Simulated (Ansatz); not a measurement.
# SiP₂H (quartet): from Hartree-Fock to the top rungs at a displaced geometry (v2), cc-pVDZ

The task here is to estimate one member of a computed series from the others.

The runs use Ansatz 0.2.0, Gaussian basis; cc-pVDZ, core rule «outside noble gas», up to 15 orbitals frozen.

Plan: UHF; CCSD(T) on ROHF; CCSD(T) on UHF; BCCD(T) on ROHF; CISD; CCSDT(Q) on ROHF; CCSDT(Q) on UHF.

25 further runs of the same task are left out: 11 that didn't finish, 14 set aside as unsound or not needed.

## What is computed

The geometry is a PBE0/def2-TZVP stationary point (not a proven minimum) with its atoms shifted at random (size 0.100 Å).

4 atoms, charge 0, spin multiplicity 4.

Atoms are counted from 1 here; the program's logs count them from 0.

Bond lengths: P1–Si2 2.118 Å, P1–H4 1.384 Å, Si2–P3 2.227 Å. Angles: Si2–P1–H4 99.2°, P1–Si2–P3 109.0°.

Coordinates:

```xyz
4
charge 0, multiplicity 4
P     0.08095   -0.43316    1.70709
Si   -0.08393    0.85672    0.03559
P    -0.00731   -0.36032   -1.82783
H     0.07580    0.51167    2.71834
```

Set-up of the first run:

Contents of in.yaml:

```yaml
crystal:
  periodic: [false, false, false]
  atoms:
    - {symbol: P, position_ang: [0.080945, -0.433158, 1.707094]}
    - {symbol: Si, position_ang: [-0.083929, 0.856717, 0.035593]}
    - {symbol: P, position_ang: [-0.007309, -0.360322, -1.827828]}
    - {symbol: H, position_ang: [0.075800, 0.511671, 2.718343]}
basis:
  gaussian: {orbitals: cc-pVDZ}
magnetization: {spin_polarized: true, initial_magnetization: 3}
hamiltonian: {xc: hf}
output: {orbitals: {seedname: orbitals}}
```

Launch:

```bash
ansatz run in.yaml --threads 1 --pin off --events-out ev --progress --plain --max-ram 2393MiB
```

Steps of the session up to this table: UHF; CCSD(T) on ROHF; CCSD(T) on UHF; BCCD(T) on ROHF; CISD; CCSDT(Q) on ROHF; CCSDT(Q) on UHF.

One table of the session follows, with a row left open; its other results are not shown here.

```
   method  from RCCSDT(Q) (meV)
     ROHF               +9330.5
      UHF                     ?
     RMP2               +1763.8
     UMP2               +2005.5
     CISD               +1695.6
    RCCSD                +551.1
    UCCSD                +527.2
 RCCSD(T)                +108.1
 UCCSD(T)                +125.1
  BCCD(T)                +108.1
   RCCSDT                 +42.5
   UCCSDT                 +39.1
RCCSDT(Q)                     0
UCCSDT(Q)                  -6.4
```

Estimate the missing values for UHF.

The run gave: from RCCSDT(Q) (meV): +8867.3. In the column «from RCCSDT(Q) (meV)» it lies between UMP2 (+2005.5) and ROHF (+9330.5).

Caveats from the session: Warnings: spin contamination; large T1 diagnostic. Restricted and unrestricted rows rest on different reference determinants; where their highest levels disagree by more than a few hundredths of an eV, they describe different states and don't form one ladder.
